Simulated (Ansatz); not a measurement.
# CH3F: the cost of one run

Computed with Ansatz 0.2.0. Level: RKS B3LYP-D4/def2-TZVPD.

2 further runs of the same task are left out: 2 set aside as unsound or not needed.

## 1. The starting structure

SMILES `CF`, 5 atoms, charge 0, spin multiplicity 1.

Atoms are counted from 1 here; the program's logs count them from 0.

Bond lengths: C1–F2 1.396 Å, C1–H3 1.108 Å, C1–H4 1.108 Å, C1–H5 1.108 Å. Angles: F2–C1–H3 108.8°, F2–C1–H4 108.8°, F2–C1–H5 108.8°, H3–C1–H4 110.1°, H3–C1–H5 110.1°, H4–C1–H5 110.1°.

As a file:

```xyz
5
CH3F
C    -0.0541    0.0351    0.0083
F     1.1069   -0.7188   -0.1706
H    -0.9309   -0.6384   -0.0592
H    -0.1041    0.8071   -0.7846
H    -0.0178    0.5150    1.0061
```

## 2. Relaxation

File input.yaml:

```yaml
crystal:
  periodic: [false, false, false]
  atoms:
    - { symbol: C, position_ang: [-0.054101, 0.035127, 0.008338] }
    - { symbol: F, position_ang: [1.106927, -0.718792, -0.1706] }
    - { symbol: H, position_ang: [-0.930944, -0.638408, -0.059243] }
    - { symbol: H, position_ang: [-0.10411, 0.807058, -0.784563] }
    - { symbol: H, position_ang: [-0.017783, 0.515005, 1.006069] }
basis:
  gaussian: { orbitals: def2-TZVPD }
hamiltonian:
  xc: { name: B3LYP }
  dispersion: d4
output:
  forces: true
relax:
  f_tol: 0.003
  max_steps: 120
```

Command:

```
ansatz run input.yaml --threads 1 --pin off --max-ram 2560MiB --backend cpu --events-out ev --progress --plain --runs-dir out
```

**Question.** How long does this run take on 1 thread of Intel Xeon Platinum 8259CL at 2.50GHz (Skylake/Cascade Lake), shared host, and how much memory does it need?

About 13 s, with a peak of 0.15 GiB.
